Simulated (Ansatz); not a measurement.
We consider rock-salt TiC, described by PBE in Ansatz (PAW).

Settings: plane-wave cutoff 520 eV, 16×16×16 k mesh, Fermi–Dirac smearing 0.1 eV, perturbation theory, force constants from a 4×4×4 q mesh, no spin polarisation, scalar-relativistic PAW data made under PBE.

Computed at the level's own relaxed cell.

Harmonic phonon frequencies (cm⁻¹; i marks an imaginary mode):

```
q point        frequencies
-------  -----------------
Γ        0 0 0 514 514 514
```

Ansatz is a first-principles code.
